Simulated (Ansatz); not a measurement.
**AlCN (singlet): wave-function methods side by side, cc-pVDZ**

One table from this session's results is given with a row withheld; the runs are named, their logs left out.

Computed with Ansatz 0.2.0, Gaussian basis. Level: cc-pVDZ, core rule «outside noble gas», up to 7 orbitals frozen.

To be run: UHF; CCSD(T) on RHF; BCCD(T) on RHF; CISD; CCSDT(Q) on RHF; CASSCF and MRCISD+Q, 10 electrons in 11 orbitals; CASSCF and NEVPT2, 10 electrons in 11 orbitals.

22 further runs of the same task are left out: 4 for a known fault of the program, 7 that didn't finish, 11 set aside as unsound or not needed.

### What is computed

The geometry is a PBE0/def2-TZVP stationary point (not a proven minimum).

3 atoms, charge 0, spin multiplicity 1.

Atoms are counted from 1 here; the program's logs count them from 0.

Bond lengths: Al1–C2 2.025 Å, C2–N3 1.157 Å. Angles: Al1–C2–N3 180.0°.

The first run:

Input file in.yaml:

```yaml
crystal:
  periodic: [false, false, false]
  atoms:
    - {symbol: Al, position_ang: [0.000000, 0.000000, 1.735900]}
    - {symbol: C, position_ang: [0.000000, 0.000000, -0.289400]}
    - {symbol: N, position_ang: [0.000000, 0.000000, -1.446500]}
basis:
  gaussian: {orbitals: cc-pVDZ}
magnetization: {spin_polarized: true, initial_magnetization: 0}
hamiltonian: {xc: hf}
output: {orbitals: {seedname: orbitals}}
```

Started as:

```
ansatz run in.yaml --threads 1 --pin off --events-out ev --progress --plain --max-ram 2393MiB
```

Steps of the session up to this table: UHF; CCSD(T) on RHF; BCCD(T) on RHF; CISD; CCSDT(Q) on RHF; CASSCF and MRCISD+Q, 10 electrons in 11 orbitals; CASSCF and NEVPT2, 10 electrons in 11 orbitals.

One of the session's tables, all rows but one given; the rest of the session is left out.

```
          method  from RCCSDT(Q) (meV)
             RHF               +9542.9
            RMP2                +937.6
            CISD               +1405.3
           RCCSD                +440.5
        RCCSD(T)                 +55.7
         BCCD(T)                 +54.6
          RCCSDT                 +47.2
       RCCSDT(Q)                     0
  CASSCF valence               +4912.6
  NEVPT2 valence                +997.7
  MRCISD valence                     ?
MRCISD+Q valence                 +49.0
```

Estimate the missing values for MRCISD valence.

The run gave: from RCCSDT(Q) (meV): +335.8. In the column «from RCCSDT(Q) (meV)» it lies between RCCSD(T) (+55.7) and RCCSD (+440.5).

With the free atoms at the same levels and basis (separate runs), the atomisation energy is 11.399 eV at RCCSDT(Q), 11.366 eV at RCCSD(T), 7.566 eV at RHF.
